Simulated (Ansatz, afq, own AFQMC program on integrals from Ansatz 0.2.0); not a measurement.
Integrals from Ansatz 0.2.0, then the random walk in our own AFQMC program (afq).

```yaml
crystal:
  periodic: [false, false, false]
  atoms:
    - {symbol: B, position_ang: [0.000000, 0.000000, 0.000000]}
    - {symbol: N, position_ang: [0.000000, 0.000000, 2.140000]}
basis:
  gaussian: {orbitals: 6-31G}
magnetization: {spin_polarized: true, initial_magnetization: 2}
correlation: {method: ccsd_t, electrons: outside_noble_gas, hamiltonian_folder: ham}
```

```sh
$ ansatz run in.yaml --threads 1 --pin off --events-out ev --progress --plain --max-ram 16896MiB --backend cuda --devices 0, --max-vram 18GiB
```

Options of the walk:

```
--method phaseless --trial mp1 --walkers 160 --populations 1 --least-time 40 --time-step 0.01 --steps-per-block 10 --equilibration-blocks 30 --max-blocks 200 --target-error 0.00136 --factor-cut 1e-05 --start determinant --seed 5971 --taylor-order 8
```

Times are imaginary, in 1/Eh. The walk had a cap of 60 s.

Log:

```
orbitals 16  electrons 5 3  factors 90 of 258
reference energy -78.89994735 Eh
CCSD correlation -0.11601087 Eh in 25 cycles, weight of the determinant in the CISD state 0.6702
energy of the start -78.966268 Eh
 block  time / (1/Eh)  mean weight  energy / Eh
     1     0.100  0.9999  -78.968992
     2     0.200  1.0008  -78.971089
     3     0.300  0.9992  -78.973730
     4     0.400  0.9992  -78.976279
     5     0.500  1.0008  -78.977927
     7     0.700  0.9983  -78.981887
     9     0.900  0.9992  -78.985258
    11     1.100  0.9994  -78.987237
    21     2.100  1.0011  -78.996581
    26     2.600  1.0008  -78.996731
    31     3.100  1.0006  -78.999113
    41     4.100  0.9977  -78.999221
    51     5.100  1.0010  -79.003130
    61     6.100  1.0013  -79.008148
    71     7.100  1.0003  -79.007092
    81     8.100  0.9979  -79.009513
    91     9.100  0.9991  -79.007649
   101    10.100  1.0007  -79.012724
   111    11.100  0.9987  -79.015891
   121    12.100  0.9996  -79.016165
   131    13.100  0.9995  -79.009208
   141    14.100  1.0002  -79.009427
   151    15.100  0.9985  -79.006019
   161    16.100  1.0013  -79.008562
   171    17.100  1.0008  -79.011814
   181    18.100  1.0006  -79.012356
   191    19.100  0.9999  -79.019164
   201    20.100  1.0012  -79.014047
   211    21.100  1.0012  -79.015385
   221    22.100  1.0000  -79.008006
   226    22.600  0.9998  -79.008215
blocks merged  error / Eh  count
     1  0.000327  200
     2  0.000454  100
     4  0.000628  50
     8  0.000866  25
    16  0.001015  12
energy -79.009755 +/- 0.000866 Eh
(rows thinned)
```

The run failed at least one of its tests; the cautions name the faults. The second half of the sampling lies below the first by 2.7 errors of their difference, so the energy may still be moving and its error bar be too small.

Against this walk (error 23.6 meV) on the same determinant: CCSD(T) 246.8 meV lower, CCSDT(Q) 293.3 meV lower, CCSDTQ 290.9 meV lower, full CI 291.0 meV lower, a separate phaseless walk with a CISD trial and standard settings 253.3 ± 24.0 meV lower. The error is statistical and leaves out the bias of the constraint. The determinant has ⟨S²⟩ = 2.67, so the low cluster orders mix in higher spin, and so can this walk. Full CI is exact here, so the walk's 291 meV above it is the walk's own error: the bias of the constraint with this trial, or a walk that hasn't relaxed. It lies above even CCSD, by 169 meV. The determinant is a poor start (see the cautions), so the low cluster orders aren't to be relied on, and full CI is the sure value.

Cautions: constraint bias not in the error; error not settled; lower spins were not checked; strong correlation (T1 0.129, weight of the determinant 0.67, largest double 0.15); unrestricted determinant spin contaminated (⟨S²⟩ 2.67 against 2.00); the sampling time fell short of the least asked; the time-step error isn't removed.

The walk took 20 s on 1 × NVIDIA H100 80GB HBM3 with 2 threads of AMD EPYC 7R13 Processor (Zen 3) (shared host) (the card was shared). The log's last line is the phaseless energy.

CCSDT and higher add their correlation energy to the determinant of the CCSD(T) run, since their own runs factorise the integrals more tightly (a shift of under 2 meV).
